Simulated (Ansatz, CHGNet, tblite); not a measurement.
# Ladder of methods for the elastic constant C44 of diamond-structure Si

Reference value: 80.2 GPa (measured, low temperature, zero-point motion not removed; as tabulated in Tanner et al. (2021), arXiv:2110.11888).

Problem. What do GFN1-xTB, CHGNet-r²SCAN, LDA, PBE, PBE-D3(BJ), r²SCAN+rVV10, r²SCAN0, Hartree–Fock give, and how far is each from the reference?

Solution. 
```
level (code)           value (GPa)  cell (Å³/atom)  difference (%)
---------------------  -----------  --------------  --------------
GFN1-xTB (tblite)             57.1           21.99             -29
CHGNet-r²SCAN                 23.0           20.14             -71
LDA (Ansatz)                  75.5           19.70            -5.9
PBE (Ansatz)                  74.2           20.46            -7.5
PBE-D3(BJ) (Ansatz)           76.4           19.92            -4.7
r²SCAN+rVV10 (Ansatz)         81.2           20.07            +1.2
r²SCAN0 (Ansatz)              85.8           19.97            +7.0
Hartree–Fock (Ansatz)         99.3           20.86             +24
```

Once the reference is moved by up to 5.0 % (a margin picked here for doubts on the reference and the settings, and for temperature and zero-point motion) and values within 1.7 % count as equal, the nearest can be r²SCAN+rVV10 (+1.2 %), PBE-D3(BJ) (-4.7 %), LDA (-5.9 %) or r²SCAN0 (+7.0 %). Among them CHGNet-r²SCAN (-71 %) misses by most.

The measured value isn't corrected to a static lattice, so vibrations enter the comparison.  GFN1-xTB: the method was fitted mainly to molecules. GFN1-xTB: the run uses a supercell at the zone centre in place of a k mesh. PBE-D3(BJ): the dispersion coefficients are held fixed in the derivatives. Each level is taken at its own relaxed cell. Cutoffs and k meshes differ between the levels. Ansatz's density-functional and Hartree–Fock values are scalar-relativistic unless marked +SOC, with PAW data made under PBE.

Machine-learned potentials (CHGNet-r²SCAN) are trained on DFT data: a solid inside that data is no test of them.

Differences are worked out from the printed values.

Ansatz is a quantum-chemistry and plane-wave program.
